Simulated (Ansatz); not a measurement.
**How far each method lies from full CI for HSiN, singlet**

Geometry: a PBE0/def2-TZVP stationary point for this spin, not checked as a minimum.

```xyz
3

Si    0.0000    0.0000    0.0233
N     0.0000    0.0000   -1.5337
H     0.0000    0.0000    1.5104
```

Basis 6-31G; Ansatz 0.2.0. Only valence electrons are correlated (noble-gas cores frozen), which leaves 10 electrons in 18 orbitals. R marks a restricted (for open shells ROHF) determinant, U an unrestricted one. Active spaces: pair = (2e, 2o) about the gap; valence = (10e, 9o) chosen from the atoms' valence shells.

Full CI is exact within this basis and frozen core; it isn't the basis-set limit. The frozen core follows each run's orbitals, which can shift R against U totals by a few meV.

Unrestricted rows (U) aren't spin-pure: their determinants' ⟨S²⟩ exceeds S(S+1) by up to 1.07, so they mix in states of higher spin.

- UHF ⟨S²⟩: 1.065
- T1 diagnostic (RCCSD): 0.0275
- largest doubles amplitude (RCCSD): 0.142

| level | E − E(full CI) (kcal/mol) | share of correlation (%) | wall time |
| --- | --- | --- | --- |
| RHF | 146.59 | 0.00 | – |
| UHF | 129.69 | 11.53 | 0.93 s |
| RMP2 | 0.36 | 99.76 | – |
| CISD | 22.27 | 84.81 | 0.55 s |
| RCCSD* | 8.73 | 94.04 | – |
| RCCSD(T)* | 1.66 | 98.87 | 0.46 s |
| BCCD(T)* | 1.42 | 99.03 | 0.4 s |
| RCCSDT | 1.58 | 98.92 | – |
| CISDTQ | 2.26 | 98.46 | 2.7 s |
| RCCSDT(Q) | -0.27 | 100.18 | 1 s |
| RCCSDTQ | 0.31 | 99.79 | 9.5 s |
| CASSCF (pair space) | 123.34 | 15.86 | – |
| NEVPT2 (pair space) | 9.95 | 93.21 | 0.36 s |
| MRCISD (pair space) | 17.66 | 87.95 | – |
| MRCISD+Q (pair space) | 5.09 | 96.53 | 0.49 s |
| CASSCF (valence space) | 34.22 | 76.66 | – |
| NEVPT2 (valence space) | 8.57 | 94.16 | 3.5 s |
| NEVPT4(SD) (valence space) | 1.41 | 99.04 | 4.7 s |
| MRCISD (valence space) | 1.45 | 99.01 | – |
| MRCISD+Q (valence space) | 0.60 | 99.59 | 4.9 s |

An asterisk marks runs whose energy the program itself flagged as in doubt.

The correlation energy at full CI, counted from RHF, is -6.357 eV. That run took 1.9 min on 1 thread of Arm Neoverse V1, shared host over 18,367,552 determinants.

Times hold each run's SCF and search for its determinant on a shared host, so for small cases they say little of a method's own cost; they ran on 1 thread of Arm Neoverse V1. Some runs computed forces too.

More than 5 meV below full CI, which no variational method can be: RCCSDT(Q).

The full-CI state has the irrep A1 of C2v, in the program's axes (one component, if the state is degenerate).

Natural occupations of full CI about the gap: 1.981 1.960 1.924 1.877 1.877 0.119 0.119 0.087 0.017 0.012; effectively unpaired electrons, Σ n²(2−n)², 0.26.
